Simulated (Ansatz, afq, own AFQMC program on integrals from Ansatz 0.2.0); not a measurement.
Where AFQMC and coupled cluster stand for BeNH2, quartet

```tsv
atom	x (Å)	y (Å)	z (Å)
N	0.0000	-0.0485	1.0227
Be	0.0000	-0.1545	-1.6132
H	0.0000	0.7586	1.6527
H	0.0000	1.2963	-1.4411
```

Connectivity, by distances: NH ··· BeH.

Basis cc-pVDZ. Only valence electrons are correlated. Ansatz 0.2.0 and our own AFQMC program on the same integrals; the CISD trial comes from CCSD amplitudes, and released means the phaseless constraint is let go. Uncertainties: one standard error, sampling alone.

Determinant: UHF, the one that the program's search chose, which needn't be the lowest solution. The geometry is a point of a scan.

No full CI on the walks' own integrals is used here; CCSDT(Q) serves as the reference and is uncertain by about the last step of the cluster series.

Cautions: lower spins were not checked; the ph-AFQMC/CISD walk drifts between its halves (2.7 errors).

The T1 diagnostic is 0.0128. The weight of the determinant in the CISD state is 0.925. The ⟨S²⟩ of the determinant is 3.768 and the size of the correlated space is 9 electrons in 36 orbitals.

```
  level  correlation energy (eV)
    MP2                  -3.6457
   CCSD                  -4.4656
CCSD(T)                  -4.5306
```

Problem. Estimate where phaseless AFQMC with the Hartree–Fock trial lies against CCSD(T) on the same integrals.

Solution. 6.0 ± 3.4 kJ/mol below CCSD(T). The gap is under twice the noise, so this walk alone can't tell the two apart.

Reference: CCSDT(Q), correlation energy -4.551 eV. The released energy is read at 2.40 1/Eh (meV from the phaseless value at times in 1/Eh: 11 ± 7 at 0.24, 3 ± 7 at 0.51, 3 ± 7 at 0.99, -10 ± 7 at 1.62, -5 ± 9 at 2.40).

```tsv
level	E − E(reference) (kJ/mol)	share of correlation (%)
CCSD(T)	2.0	99.55
CCSDT	0.3	99.92
ph-AFQMC/HF	-4.1 ± 3.4	100.92
ph-AFQMC/CISD	-0.4 ± 0.7	100.09
released AFQMC	-0.9 ± 0.9	100.20
```

A walk keeps the symmetry of its determinant, which the program's search chose and which needn't be the lowest solution, so a lower state of the same spin and another symmetry isn't excluded. Released energies are given only where the last usable release times agree within the noise; a slower fall can still hide under it.
